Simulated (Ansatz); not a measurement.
in.yaml

```yaml
crystal:
  periodic: [false, false, false]
  atoms:
    - {symbol: F, position_ang: [0.000000, 0.000000, 1.733100]}
    - {symbol: Mg, position_ang: [0.000000, 0.000000, -0.022700]}
    - {symbol: H, position_ang: [0.000000, 0.000000, -1.710400]}
basis:
  gaussian: {orbitals: def2-SVPD}
magnetization: {spin_polarized: false, initial_magnetization: 2}
correlation: {method: ccsd_t, electrons: outside_noble_gas}
scf: {max_iter: 3}
```

```sh
$ ansatz run in.yaml --threads 1 --pin off --events-out ev --progress --plain --max-ram 2393MiB
```

What does the program do with this input?

Refused. The input was made wrong on purpose (unknown input key), so the run isn't a sound calculation of what was asked.
```
Error: invalid value for `basis.gaussian`: such a run doesn't read scf.max_iter; remove what it names
```
